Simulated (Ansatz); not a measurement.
Molecule: BCl3, net charge -1, doublet state. SMILES of the parent species: ClB(Cl)Cl

Atoms: B1, Cl2, Cl3, Cl4. Bonds: B1-Cl2, B1-Cl3, B1-Cl4.

Bond lengths (Å) and angles (degrees) optimised at HF/3-21G with Ansatz (a program for electronic structure); PBE/6-31G* with Ansatz; B3LYP/LANL2DZ with Ansatz; MP2/6-31G* with Ansatz, each started from the B3LYP-D3(BJ)/def2-TZVP structure (Ansatz) of the last column. A row stands for all coordinates that are equal there. 6-31G* holds six Cartesian d functions. No wavenumbers were computed at PBE/6-31G*, B3LYP/LANL2DZ, MP2/6-31G*, so these may be saddle points.

| coordinate | HF/3-21G | PBE/6-31G* | B3LYP/LANL2DZ | MP2/6-31G* | B3LYP-D3(BJ)/def2-TZVP |
|---|---|---|---|---|---|
| B1-Cl2 | 1.937 | 1.880 | 1.945 | 1.854 | 1.865 |
| Cl2-B1-Cl3 | 110.7 | 111.8 | 111.1 | 112.0 | 112.1 |

Mean signed difference of all 3 bond lengths from B3LYP-D3(BJ)/def2-TZVP: HF/3-21G 0.072 Å, PBE/6-31G* 0.015 Å, B3LYP/LANL2DZ 0.080 Å, MP2/6-31G* -0.011 Å.
